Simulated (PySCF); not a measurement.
tetrafluoromethane (CF4), SMILES FC(F)(F)F. Atoms are numbered in the order given.

```xyz
5

F      0.7639    -0.7639     0.7639
C      0.0000     0.0000     0.0000
F     -0.7639    -0.7639    -0.7639
F     -0.7639     0.7639     0.7639
F      0.7639     0.7639    -0.7639
```

Geometry optimised at B3LYP-D3(BJ)/def2-SVP.

Calculation: CAM-B3LYP/def2-TZVPD in PySCF.

Symmetry labels are those of the subgroup D2 that the program uses (full group Td).

Computed valence orbital energies around the gap with their symmetry:
```
orbital  symmetry  energy (eV)
-------  --------  -----------
HOMO−7          A       -16.26
HOMO−6          A       -16.26
HOMO−5         B1       -15.47
HOMO−4         B2       -15.47
HOMO−3         B3       -15.47
HOMO−2         B1       -14.30
HOMO−1         B2       -14.30
HOMO           B3       -14.30
LUMO            A         0.80
LUMO+1         B1         1.91
LUMO+2         B2         1.91
LUMO+3         B3         1.91
```
